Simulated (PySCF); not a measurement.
CFCl3.
InChI=1S/CCl3F/c2-1(3,4)5

Method: PW91/pcSseg-2 in PySCF (dipole) on a GFN2-xTB geometry, gas phase.

Masses are those of the commonest isotopes; rigid-rotor values at the optimised geometry. 

(1) What are A, B and C (MHz)?

(2) What kind of rotor is it?

(3) What does the inertial defect say?

(4) Give the other two planar moments, Paa and Pbb, and the rms extents of the mass along the axes.

(5) Where do the R-branch lines fall?

(6) Estimate the classical rotational partition function at 25 K, 50 K and 200 K.

## Answers

(1) Ia = 206.75, Ib = 206.79, Ic = 295.71 u·Å²; 505379 MHz·u·Å²/I gives A = 2444, B = 2444, C = 1709 MHz.

(2) An oblate symmetric top, as the point group C3v requires two equal moments. Ray's parameter κ = (2B − A − C)/(A − C) = 0.999; −1 is the prolate and +1 the oblate limit.

(3) Not planar: Δ = Ic − Ia − Ib = -117.84 u·Å². For a rigid frame Δ = −2 Σ m c², so Σ m c² = 58.92 u·Å² lies off the ab plane. The atom farthest from that plane is 1.59 Å away.

(4) Paa = Σ m a² = (Ib + Ic − Ia)/2 = 147.88 and Pbb = Σ m b² = (Ia + Ic − Ib)/2 = 147.83 u·Å². With the mass M = 135.90 u, the rms extents √(P/M) along a, b and c are 1.04, 1.04, 0.66 Å.

(5) The dipole of 0.32 D lies along the symmetry axis, so ΔK = 0 and J+1 ← J falls at 2B(J+1) for every K: 4.89 GHz, 9.78 GHz, 14.66 GHz, 19.55 GHz, 24.44 GHz for J = 0 to 4.

(6) Point group C3v, symmetry number σ = 3; q = (√π/σ)·√((kT/h)³/(ABC)), k/h = 20836.6 MHz/K: 2200 at 25 K, 6220 at 50 K, 49700 at 200 K.

No frequency check. These are rigid-rotor constants of the computed structure; measured ground-state constants (B0) also hold zero-point vibration.
